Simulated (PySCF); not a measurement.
A species of formula [C4H7O2]- has this rotational fingerprint, computed with PBE0-D3(BJ)/def2-SVP geometry optimisation, gas phase in PySCF 2.14.0:

| Property | Result |
| --- | --- |
| Rotational constants | A = 7032, B = 2367, C = 2052 MHz |
| Dipole components (about the centre of mass) | \|μa\| = 4.97 D, \|μb\| = 1.74 D, \|μc\| = 0.20 D |
| Inertial defect | -39.04 u·Å² |
| κ | -0.87 |

Task: Which structure is it? (One computed conformer of each.)
A. `[CH3:1][CH2:2][CH2:3][C:4](=[O:5])[O-:6]` (charge -1) with C1–C2–C3–C4 68°, C2–C3–C4–O5 7° (butyrate)
B. `[CH3:1][CH:2]([CH3:3])[C:4](=[O:5])[O-:6]` (charge -1) with C1–C2–C4–O5 -23° (2-methylpropanoate)

Result: A. It is CCCC(=O)[O-], an asymmetric top, point group C1. The candidates at the same level (rigid rotor, commonest isotopes):

```csv
SMILES,A (MHz),B (MHz),C (MHz),μa (D),μb (D),μc (D),Δ (u·Å²),point group,rotor
CC(C)C(=O)[O-],4908,3469,2166,4.73,0.08,0.44,-15.31,near Cs,asymmetric top
CCCC(=O)[O-],7032,2367,2052,4.97,1.74,0.20,-39.04,C1,asymmetric top
```

`CC(C)C(=O)[O-]` has B 47 % too high. No structure here is proved a minimum.
